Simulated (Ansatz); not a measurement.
The same path of C₂H₃FO (7 atoms, charge 0, multiplicity 1) was run twice with different band settings. The coordinate that changes most is the dihedral H5–O1–C2–C3.

Theory: RKS PBE/def2-SVP (Ansatz 0.2.0).

Relaxed end points:

```xyz
7
Properties=species:S:1:pos:R:3
O -0.968 1.163 -0.182
C 0.076 0.501 0.377
C 0.504 -0.722 0.007
F -0.138 -1.377 -1.002
H -1.331 0.582 -0.882
H 0.571 1.054 1.189
H 1.348 -1.270 0.447
```

```xyz
7
Properties=species:S:1:pos:R:3
O -1.097 0.758 -0.553
C -0.026 0.333 0.176
C 0.570 -0.860 -0.018
F 0.158 -1.736 -0.953
H -1.353 1.641 -0.239
H 0.376 0.992 0.964
H 1.434 -1.195 0.576
```

Common settings: movable images 5; climbing image yes; spring 5.0 eV/Å²; start path through a guess of the saddle point; force threshold 0.05 eV/Å; iteration limit 60; end points relaxed.

| run | optimiser |
| --- | --- |
| 1 | quadratic models (default) |
| 2 | lbfgs |

(1) What does each run give, and how far can it be trusted?

Results:

(1) Run 1: converged after 7 iterations, highest image 0.294 eV above the first end. A vibrational analysis at the climbing image gives one clearly imaginary mode, 397i cm⁻¹: a first-order saddle point.
Run 2: converged after 21 iterations, highest image 0.294 eV above the first end. Another band between the same ends (5 images) ends at a top of the same energy, where a vibrational analysis finds 1 clearly imaginary mode.
